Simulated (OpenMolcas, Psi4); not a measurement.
# How basis sets differ on CH6BN (SMILES CBN)

The species is CH6BN (9 atoms), meant as a singlet with charge 0. As SMILES, `CBN`. Geometry: relaxed at PBE0-D4/def2-TZVP.

| atom | x (Å) | y (Å) | z (Å) |
| --- | --- | --- | --- |
| C | -0.6653 | 0.7577 | -0.5903 |
| B | 0.4594 | -0.2829 | -0.2562 |
| N | 0.5928 | -0.8428 | 1.0107 |
| H | -1.2919 | 0.3908 | -1.4106 |
| H | -0.2246 | 1.6922 | -0.9543 |
| H | -1.3199 | 0.9989 | 0.2523 |
| H | 1.2488 | -0.6328 | -1.0928 |
| H | 1.3062 | -1.5110 | 1.2449 |
| H | -0.0168 | -0.6164 | 1.7792 |

Quantity: the dipole moment, in D. The values are calculated.

| level | kind | program | value (D) |
| --- | --- | --- | --- |
| HF/ANO-RCC-MB (DKH2) | Hartree–Fock | OpenMolcas | 1.74 |
| HF/ANO-XS-MB (DKH2) | Hartree–Fock | OpenMolcas | 2.26 |
| HF/STO-3G | Hartree–Fock | OpenMolcas | 1.48 |
| HF/3-21G | Hartree–Fock | OpenMolcas | 1.71 |
| HF/cc-pVDZ | Hartree–Fock | Psi4 | 1.57 |

The values span 1.48 to 2.26 D. Magnitudes only. Sets without polarisation functions give poor dipoles.
